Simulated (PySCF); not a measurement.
Compound: [SiH3]- (charge -1).
SMILES: `[H][Si-]([H])[H]`

The closed-shell ground state was solved at several levels (PySCF, density fitting, gas phase, non-relativistic). Isolated species at its PBE0-D3(BJ)/def2-SVP geometry, gas phase. The HOMO energy is positive, so at this level the finite basis confines the outermost electrons. No diffuse functions stand in pcSseg-1, which bears on an anion's orbital energies.

```json
{"level": "PBE0/pcSseg-1", "basis functions": "39", "total energy (Eh)": "-291.1309", "HOMO (eV)": "0.40", "LUMO (eV)": "6.75", "gap (eV)": "6.35"}
{"level": "KT2/pcSseg-1", "basis functions": "39", "total energy (Eh)": "-293.7895", "HOMO (eV)": "1.42", "LUMO (eV)": "6.02", "gap (eV)": "4.60"}
```

**Question.** Estimate the row for PBE0/def2-SVPD, a basis of 48 functions; the other rows only guide the guess.

**Answer.** Total energy -291.0495 Eh, HOMO 0.37 eV, LUMO 5.23 eV, gap 4.86 eV.

**Question.** Over all these levels, which gives the widest orbital gap and which the narrowest?

**Answer.** PBE0/pcSseg-1 (global hybrid, 25 % exact exchange) has the widest, 6.35 eV, and KT2/pcSseg-1 (GGA) the narrowest, 4.60 eV. The two share the basis. From the narrowest to the widest the HOMO moves by -1.02 eV and the LUMO by +0.73 eV.
